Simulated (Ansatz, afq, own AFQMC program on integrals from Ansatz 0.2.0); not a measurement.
**BF, triplet in def2-TZVP, levels against CCSDT(Q)**

```yaml
atoms:
  - { symbol: B, position_ang: [0.0374, -0.0223, 0.0182] }
  - { symbol: F, position_ang: [-1.0108, 0.5814, -0.4934] }
```

Basis def2-TZVP. Noble-gas cores (and the filled d shells of Ga–Kr and In–Xe) are frozen. Ansatz 0.2.0 and our own AFQMC program on the same integrals; the CISD trial comes from CCSD amplitudes, and released means the phaseless constraint is let go. Uncertainties: one standard error, sampling alone.

Determinant: UHF, the one that the program's search chose, which needn't be the lowest solution. The geometry is a PBE0/def2-SVP stationary point of this or a neighbouring charge and spin state.

No full CI on the walks' own integrals is used here; CCSDT(Q) serves as the reference and is uncertain by about the last step of the cluster series.

```
T1 diagnostic                               : 0.0168
weight of the determinant in the CISD state : 0.934
⟨S²⟩ of the determinant                     : 2.003
size of the correlated space                : 10 electrons in 60 orbitals
```

| level | correlation energy (eV) |
| --- | --- |
| MP2 | -7.9175 |
| CCSD | -8.0443 |
| CCSD(T) | -8.2882 |

Question: Estimate where AFQMC with the constraint released lies against CCSD(T) on the same integrals.

Answer: 0.40 ± 0.16 kcal/mol below CCSD(T).

Reference: CCSDT(Q), correlation energy -8.307 eV. The released energy is read at 2.40 1/Eh (meV from the phaseless value at times in 1/Eh: 3 ± 3 at 0.24, 6 ± 3 at 0.51, 4 ± 4 at 0.99, 2 ± 4 at 1.62, 7 ± 7 at 2.40).

| level | E − E(reference) (kcal/mol) | share of correlation (%) |
| --- | --- | --- |
| CCSD(T) | 0.43 | 99.78 |
| CCSDT | 0.22 | 99.88 |
| ph-AFQMC/CISD | -0.13 ± 0.08 | 100.07 |
| released AFQMC | 0.03 ± 0.16 | 99.98 |

A walk keeps the symmetry of its determinant, which the program's search chose and which needn't be the lowest solution, so a lower state of the same spin and another symmetry isn't excluded. Released energies are given only where the last usable release times agree within the noise; a slower fall can still hide under it.
